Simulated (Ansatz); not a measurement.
Body-centred tetragonal In, treated with RPBE (Ansatz, a first-principles code, PAW).

Run with plane-wave cutoff 520 eV, 24×24×24 k mesh, Fermi–Dirac smearing 0.05 eV, scalar-relativistic PAW data made under PBE.

Equation-of-state points:

```json
[
 {"V (Å³/atom)": "27.601", "E − E_lowest (meV/atom)": "4.81"},
 {"V (Å³/atom)": "28.176", "E − E_lowest (meV/atom)": "1.18"},
 {"V (Å³/atom)": "28.751", "E − E_lowest (meV/atom)": "0.00"},
 {"V (Å³/atom)": "29.326", "E − E_lowest (meV/atom)": "0.98"},
 {"V (Å³/atom)": "29.901", "E − E_lowest (meV/atom)": "3.86"}
]
```

Task: Estimate the bulk modulus and its pressure derivative from these points.

Result: V0 = 28.764 Å³/atom, B0 = 29.9 GPa, B′ = 5.6 (fit to the energies at full precision).

Shape and atoms are relaxed at each volume.

Measured, for comparison: bulk modulus 44.7 GPa (copied from a table, unchecked, extrapolated to 0 K and zero-point effects removed; as tabulated in Lejaeghere et al. (2013), arXiv:1204.2733). Computed (rounded) less measured: bulk modulus not scored (unchecked).

Note: the cell is over a tenth larger than the published one: the level's own overestimate first of all, though another phase or state, or a fault of the published cell, is possible; the bulk modulus comes from volumes at which shape and atoms were relaxed.

Spin–orbit coupling is not included.

The computed numbers hold no vibrational or temperature effects.
